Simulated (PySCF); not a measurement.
Bonds (- single, = double, # triple, : aromatic): C1#C2 1.213 Å, C2-C3 1.437 Å, C3-C4 1.514 Å, C4-C5 1.493 Å, C5-C6 1.503 Å, C5-C3 1.518 Å. C1 carries H7; C3 carries H8; C4 carries H9, H10; C5 carries H11; C6 carries H12, H13, H14. Stereochemistry as in C#C[C@@H]1C[C@@H]1C. H9 is cis to C2 on the ring; H10 is trans to C2 on the ring.

Non-relativistic, gas phase, equivalent nuclei averaged, a single conformation. J couplings at B3LYP/pcJ-1 (without the spin–dipole term); shieldings: GIAO B97-2/pcSseg-2; geometry: PBE0-D3(BJ)/def2-SVP; PySCF.

Question: List the cross peaks expected in HSQC, COSY and HMBC spectra.

Answer: 

HSQC (one-bond C–H):
```csv
δH,δC,"¹J(C,H) (Hz)"
1.44 (H7),68.6 (C1),272
1.37 (H8),8.5 (C3),173
1.21 (H12/H13/H14),17.2 (C6),134
0.87 (H11),16.8 (C5),165
0.86 (H10),17.8 (C4),171
0.32 (H9),17.8 (C4),170
```

COSY cross peaks (|J| ≥ 2 Hz):
```csv
δH,δH,abs. J (Hz),bonds
1.44 (H7),1.37 (H8),3.5,4
1.37 (H8),0.87 (H11),9.5,3
1.37 (H8),0.86 (H10),9.7,3
1.37 (H8),0.32 (H9),6.0,3
1.21 (H12/H13/H14),0.87 (H11),7.0,3
0.87 (H11),0.86 (H10),9.2,3
0.87 (H11),0.32 (H9),6.9,3
0.86 (H10),0.32 (H9),5.0,2
```

HMBC (two and three bonds, |J| ≥ 2.5 Hz):
```csv
δH,δC [abs. J in Hz]
1.44 (H7),"88.4 (C2) [52.6], 8.5 (C3) [4.5]"
1.37 (H8),"88.4 (C2) [3.4], 68.6 (C1) [4.7]"
1.21 (H12/H13/H14),"17.8 (C4) [5.0], 16.8 (C5) [4.6], 8.5 (C3) [5.0]"
0.87 (H11),88.4 (C2) [3.2]
0.86 (H10),"88.4 (C2) [3.7], 17.2 (C6) [3.5]"
0.32 (H9),"88.4 (C2) [7.3], 17.2 (C6) [6.4], 8.5 (C3) [2.7]"
```

Shifts are taken against calculated references (same method and geometry level): ¹H and ¹³C against TMS.

Short H···H contacts in this conformer between protons four or more bonds apart (candidates for NOE cross peaks, intensity ∝ r⁻⁶): H9···H12 2.57 Å.

Unscaled 3J(H,H) at this level run about 10 % above measured values. Shifts are as computed. Against solution values, carbons near 30 ppm lie about +4 ppm off and those near 130 ppm about +7 ppm. Of 1211 compounds with measured shifts, 218 miss one by over three times the rms of a fit or turn the order of signals round; such compounds aren't used in these exercises.
